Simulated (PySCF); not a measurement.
Compound: C3ClFO.
Z-matrix (Å and degrees, GFN2-xTB geometry), rows numbered from 1:
```
O 
C   1  1.1825
C   2  1.4322  1  152.81
F   3  1.3161  2  152.91  1    -0.01
C   3  1.3496  2   63.18  1   179.96
Cl  5  1.6753  2  153.57  3   179.94
```

The closed-shell SCF was solved with PySCF and density fitting under several settings on one GFN2-xTB geometry (grid level 2 and gas phase unless stated).

```json
{"settings": "WP04/3-21G, grid level 4, fitting basis def2-qzvpp-jkfit", "basis functions": "58", "SCF cycles": "12", "E (Eh)": "-755.4801", "HOMO (eV)": "-9.20", "LUMO (eV)": "-3.34", "dipole (D)": "2.26"}
{"settings": "PBE/6-311+G(2d,p), start guess vsap", "basis functions": "170", "SCF cycles": "17", "E (Eh)": "-749.1003", "HOMO (eV)": "-6.60", "LUMO (eV)": "-2.18", "dipole (D)": "2.68"}
```

Estimate the row for these settings: PBE0/pcSseg-1.

```
     settings  basis functions  SCF cycles     E (Eh)  HOMO (eV)  LUMO (eV)  dipole (D)
PBE0/pcSseg-1              109          14  -748.9749      -8.07      -1.13        2.66
```

Over all rows, what range does the HOMO–LUMO gap span?

From 4.42 eV (PBE/6-311+G(2d,p), start guess vsap) to 6.94 eV (PBE0/pcSseg-1). The functional of the narrowest has no exact exchange, that of the widest 25 % exact exchange.

And the dipole moment?

From 2.26 D (WP04/3-21G, grid level 4, fitting basis def2-qzvpp-jkfit) to 2.68 D (PBE/6-311+G(2d,p), start guess vsap); the largest is 1.19 times the smallest, and the median is 2.66 D.

Whole jobs, the steps after the SCF included, on one thread, Arm Neoverse N1 (aarch64), on a shared host:

```tsv
settings	work after the SCF	wall time	peak memory
WP04/3-21G, grid level 4, fitting basis def2-qzvpp-jkfit	3 singlets by TDA, 5 Tamm–Dancoff triplets, polarisability	7.6 s	0.44 GiB
PBE/6-311+G(2d,p), start guess vsap	shieldings, ring-centre shieldings	27 s	0.62 GiB
PBE0/pcSseg-1	shieldings, ring-centre shieldings, charges and field gradients	9.8 s	0.49 GiB
```

Cycle counts include a coarse-grid stage where the run had one. All basis functions are spherical, in the Pople sets too. WP04 was designed for NMR shieldings or shifts; total energies of different functionals aren't comparable.
